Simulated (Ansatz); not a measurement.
Born–Oppenheimer molecular dynamics of C₂H₂F (5 atoms, charge 0, multiplicity 2). It starts from a relaxed structure.

All numbers below come from UKS revPBE-D4/def2-SVP (Ansatz 0.2.0).

```json
{"ensemble": "NVE (velocity Verlet)", "time step": "0.25 fs", "steps asked": "250", "starting velocities drawn for": "300 K", "seed": "958871"}
```

First frame:

```xyz
5
Properties=species:S:1:pos:R:3
C 0.108 -0.861 0.317
C -0.246 0.371 -0.013
F 0.466 1.164 -0.860
H 0.875 -1.623 0.151
H -1.153 0.877 0.364
```

Problem. What does the run give?

Solution. All steps were run.

| Quantity | Value |
| --- | --- |
| steps done | 250 |
| time covered | 62.5 fs |
| mean temperature over the second half | 158 K |
| spread of the potential energy over the second half | 2.6 meV per atom |
| mean potential energy of the second half above the start | 11.0 meV per atom |

The conserved energy stayed within 0.026 meV per atom of its start (net change 0.013 meV per atom), so the integration is sound. The temperature averaged 0.53 of the 300 K drawn at the start: a run that starts near a minimum puts about half its kinetic energy into the potential. A run of 0.062 ps of so small a system gives no equilibrium averages.

Problem. What happens to the structure?

Solution. The same pairs are bonded in the first frame and the last. Pairs count as bonded within 1.25 times the sum of covalent radii (0.12 Å more for H–H). The details hang on the random start.

Problem. How do temperature and energy run in time?

Solution. 
| time (fs) | T (K) | potential energy less start (eV) | conserved less start (meV/atom) |
| --- | --- | --- | --- |
| 0.0 | 300 | 0.000 | 0.00 |
| 5.0 | 163 | 0.053 | 0.01 |
| 10.0 | 93 | 0.080 | 0.01 |
| 15.0 | 173 | 0.049 | 0.01 |
| 20.0 | 184 | 0.045 | 0.01 |
| 25.0 | 115 | 0.072 | 0.01 |
| 30.0 | 113 | 0.073 | 0.02 |
| 35.0 | 164 | 0.053 | 0.01 |
| 40.0 | 206 | 0.036 | 0.02 |
| 45.0 | 160 | 0.054 | 0.02 |
| 50.0 | 109 | 0.074 | 0.02 |
| 55.0 | 125 | 0.068 | 0.01 |
| 60.0 | 183 | 0.046 | 0.01 |

Run time: 2.7 min on 1 thread of Intel(R) Xeon(R) 6975P-C (Granite Rapids), on a shared host, peak memory 0.12 GiB.
